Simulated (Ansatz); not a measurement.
A made-up structure of CH4BS (charge +1), singlet:

B1  (-0.309, 0.565, -0.542)
C2  (-0.278, -0.135, 0.607)
S3  (0.741, -1.049, 0.779)
H4  (-0.975, 0.026, -1.433)
H5  (0.308, 1.634, -0.488)
H6  (-1.066, -0.021, 1.484)
H7  (1.579, -1.020, -0.407)
(Å)

It is relaxed with PBE-D4/def2-SVP and then PBE0-D4/def2-TZVP (Ansatz 0.2.0). Atoms count as bonded within 1.22 times the sum of their covalent radii (H–H: 0.88 Å). The end point is not checked to be a true minimum.

Q: Does its bonding change? (Judge from chemistry; the calculation decides.)

A: Computed: No: no bond forms or breaks.

Where it ends: The first stage lowers the energy by 3.33 eV in 9 steps. It ends as CH₄BS ([BH2][CH][SH]), total charge +1:
```xyz
7
angstrom
B -0.4091 0.7001 -0.6363
C -0.2195 -0.1795 0.6034
S 0.9109 -1.2943 0.9662
H -1.0862 0.2879 -1.5270
H 0.1015 1.7775 -0.6518
H -0.9571 -0.0633 1.4071
H 1.6595 -1.2285 -0.1616
```

Labels in which every atom is bracketed show which atoms are joined, not bond orders.

For scale, one of the runs: PBE0-D4/def2-TZVP relaxation, 123 basis functions, launched by `ansatz run in.yaml --threads 2 --pin off --events-out ev --progress --plain --max-ram 4352MiB`. The run took about 17 s on 2 CPU threads of an Arm Neoverse V2 (shared host).
